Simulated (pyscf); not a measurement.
Structures and frequencies: ωB97X-D3(BJ)/def2-SVP in PySCF. MP2 and CC: frozen core, UHF for open shells. ΔMP2 is the change of the MP2 total energy from the triple- to the quadruple-zeta basis.

Task: `[SH][GeH3]` + `[H]` [doublet] → `[SH]` [doublet] + `[GeH4]`
Surface: doublet. Broken: Ge–S. Formed: Ge–H. Give ΔE‡ and ΔE from CCSD(T)/def2-TZVPP + ΔMP2(QZVPP), relative to the separated reactants.

Result: ΔE‡ = 0.42 eV, ΔE = -0.39 eV. Zero-point energy shifts the barrier by +0.06 eV. It is a substitution at Ge, with an imaginary mode of 593i cm⁻¹. The same reactants have a lower exit, to HS–GeH₂• + H₂ (barrier +0.12 eV at ωB97M-D3(BJ)/def2-TZVP, against +0.44 eV here). One saddle was located; it need not be the lowest between these sides. The angle at the attacked Ge is 162°. The CCSD(T) − MP2 part came from Ansatz, without density fitting, on the same reference. The frozen core leaves the outer d or s,p core shells of the metals and heavy elements correlated in the MP2 and CC values, and def2-TZVPP describes them poorly, which can shift differences by a few kcal/mol. Left out: the spin-orbit lowering of SH. Elements up to Kr have no core potential and no relativistic terms here.
